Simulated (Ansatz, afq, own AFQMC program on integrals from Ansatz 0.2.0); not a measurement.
Where AFQMC and coupled cluster stand for CH3⁺, singlet

```xyz
4

C     0.0000    0.0000    0.0000
H     1.2385    0.0157   -0.0003
H    -0.6329    1.0647   -0.0032
H    -0.6056   -1.0805    0.0034
```

Basis cc-pVDZ. Noble-gas cores (and the filled d shells of Ga–Kr and In–Xe) are frozen. Ansatz 0.2.0 and our own AFQMC program on the same integrals; the CISD trial comes from CCSD amplitudes, and released means the phaseless constraint is let go. Uncertainties: one standard error, sampling alone.

Determinant: RHF, the one that the program's search chose, which needn't be the lowest solution. The geometry is a point of a scan.

Full CI on the same integrals is exact in this basis and with this determinant's frozen core.

```
T1 diagnostic                               : 0.0055
weight of the determinant in the CISD state : 0.937
size of the correlated space                : 6 electrons in 28 orbitals
```

```
  level  correlation energy (eV)
    MP2                  -3.0704
   CCSD                  -3.7745
CCSD(T)                  -3.8393
```

(1) Estimate where AFQMC with the constraint released lies against CCSD(T) on the same integrals.

(1) 1.5 ± 0.1 kJ/mol below CCSD(T).

Reference: full CI, correlation energy -3.855 eV. The released energy is read at 2.40 1/Eh (meV from the phaseless value at times in 1/Eh: -1.7 ± 1.3 at 0.24, -1.6 ± 1.2 at 0.51, -1.8 ± 1.0 at 0.99, -5.5 ± 1.0 at 1.62, -2.6 ± 1.2 at 2.40).

```
         level  E − E(reference) (kJ/mol)  share of correlation (%)
       CCSD(T)                        1.5                     99.58
         CCSDT                        0.3                     99.92
      CCSDT(Q)                        0.0                     99.99
        CCSDTQ                        0.0                    100.00
 ph-AFQMC/CISD                  0.3 ± 0.1                     99.93
released AFQMC                  0.0 ± 0.1                    100.00
```

CCSDT and higher add their correlation energy to the determinant of the CCSD(T) run, since their own runs factorise the integrals more tightly (a shift of under 2 meV). A walk keeps the symmetry of its determinant, which the program's search chose and which needn't be the lowest solution, so a lower state of the same spin and another symmetry isn't excluded. Released energies are given only where the last usable release times agree within the noise; a slower fall can still hide under it.
